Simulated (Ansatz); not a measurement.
**CH5NSi (SMILES C=[SiH]N): one structure at several levels**

Aim: energy, forces and dipole at a structure displaced at random from a GFN2-xTB minimum, from CCSD(T) and from density functionals.

The runs use Ansatz 0.2.0, Gaussian basis; single points in def2-TZVPP.

Cores are frozen in the correlated methods.

### Step 1. Starting geometry

8 atoms, charge 0, spin multiplicity 1.

Atoms are counted from 1 here; the program's logs count them from 0.

Bond lengths: C1–Si2 1.792 Å, C1–H4 1.021 Å, C1–H5 1.011 Å, Si2–N3 1.861 Å, Si2–H6 1.337 Å, N3–H7 1.055 Å, N3–H8 1.049 Å. Angles: Si2–C1–H4 122.7°, Si2–C1–H5 119.4°, H4–C1–H5 113.7°, C1–Si2–N3 116.9°, C1–Si2–H6 119.4°, N3–Si2–H6 123.6°, Si2–N3–H7 104.7°, Si2–N3–H8 126.8°, H7–N3–H8 128.2°.

Coordinates:

```xyz
8

C    -1.0954    0.8240   -0.7983
Si    0.3782    0.5390    0.1816
N     0.7326   -1.2201    0.6763
H    -1.6812    0.0632   -1.1467
H    -1.1781    1.6776   -1.3338
H     1.1045    1.5837    0.5923
H     1.5509   -1.1526    1.3384
H     0.1715   -2.0687    0.4223
```

### Step 2. CCSD(T)/def2-TZVPP

run/in.yaml

```yaml
crystal:
  periodic: [false, false, false]
  atoms:
    - {symbol: C, position_ang: [-1.095400, 0.824000, -0.798300]}
    - {symbol: Si, position_ang: [0.378200, 0.539000, 0.181600]}
    - {symbol: N, position_ang: [0.732600, -1.220100, 0.676300]}
    - {symbol: H, position_ang: [-1.681200, 0.063200, -1.146700]}
    - {symbol: H, position_ang: [-1.178100, 1.677600, -1.333800]}
    - {symbol: H, position_ang: [1.104500, 1.583700, 0.592300]}
    - {symbol: H, position_ang: [1.550900, -1.152600, 1.338400]}
    - {symbol: H, position_ang: [0.171500, -2.068700, 0.422300]}
basis:
  gaussian: {orbitals: def2-TZVPP}
correlation: {method: ccsd_t}
output: {forces: true}
```

No record of the launch command was kept for these runs.

### Step 3. PBE0-D4/def2-TZVPP

Edit run/in.yaml of step 2 so:

```diff
@@ -13,3 +13,3 @@
   gaussian: {orbitals: def2-TZVPP}
-correlation: {method: ccsd_t}
-output: {forces: true}
+hamiltonian: {xc: pbe0, dispersion: d4}
+output: {forces: true, orbitals: {seedname: orbitals}}
```

### Step 4. wB97M-V/def2-TZVPP

Edit run/in.yaml of step 3 so:

```diff
@@ -13,3 +13,3 @@
   gaussian: {orbitals: def2-TZVPP}
-hamiltonian: {xc: pbe0, dispersion: d4}
-output: {forces: true, orbitals: {seedname: orbitals}}
+hamiltonian: {xc: {name: wB97M-V}}
+output: {forces: true}
```

### Step 5. r2SCAN-D4/def2-TZVPP

Edit run/in.yaml of step 4 so:

```diff
@@ -13,3 +13,3 @@
   gaussian: {orbitals: def2-TZVPP}
-hamiltonian: {xc: {name: wB97M-V}}
+hamiltonian: {xc: r2scan, dispersion: d4}
 output: {forces: true}
```

### Step 6. PBE-D4/def2-TZVPP

Edit run/in.yaml of step 5 so:

```diff
@@ -13,3 +13,3 @@
   gaussian: {orbitals: def2-TZVPP}
-hamiltonian: {xc: r2scan, dispersion: d4}
+hamiltonian: {xc: pbe, dispersion: d4}
 output: {forces: true}
```

### Step 7. SPW92/def2-TZVPP

Edit run/in.yaml of step 6 so:

```diff
@@ -13,3 +13,3 @@
   gaussian: {orbitals: def2-TZVPP}
-hamiltonian: {xc: pbe, dispersion: d4}
+hamiltonian: {xc: lda}
 output: {forces: true}
```

### Step 8. LC-wPBE/def2-TZVPP

Edit run/in.yaml of step 7 so:

```diff
@@ -13,3 +13,3 @@
   gaussian: {orbitals: def2-TZVPP}
-hamiltonian: {xc: lda}
+hamiltonian: {xc: {name: LC-wPBE}}
 output: {forces: true}
```

(Steps that only read results are left out.)

Q: Predict the outcome of this session. Wanted: energy less free atoms, CCSD(T)/def2-TZVPP; RMS force component; RMS force error; HOMO and LUMO, PBE0-D4; T1 diagnostic.

**Answer**, as computed:

| quantity | value |
| --- | --- |
| energy less free atoms, CCSD(T)/def2-TZVPP | -2540.1 kJ/mol |
| RMS force component | 2.354 to 2.584 eV/Å over the methods |
| RMS force error | PBE0-D4 0.136, wB97M-V 0.179, r2SCAN-D4 0.086, PBE-D4 0.135, SPW92 0.238, LC-wPBE 0.300 eV/Å |
| HOMO and LUMO, PBE0-D4 | -5.56 and -0.71 eV |
| T1 diagnostic | 0.015 |

Against CCSD(T) the functionals' energies less atoms differ by -457.0 to -43.2 kJ/mol, PBE-D4 by -130.9 kJ/mol. A larger basis would deepen the CCSD(T) value, while the functionals are nearly converged already, so the order here is not reliable. For forces r2SCAN-D4 does best and LC-wPBE worst. Frozen-core CCSD(T) forces in triple zeta carry basis errors of their own, and this is one geometry, so small gaps rank nothing. The restricted Hartree–Fock reference is unstable towards an unrestricted one at one or more of these structures.
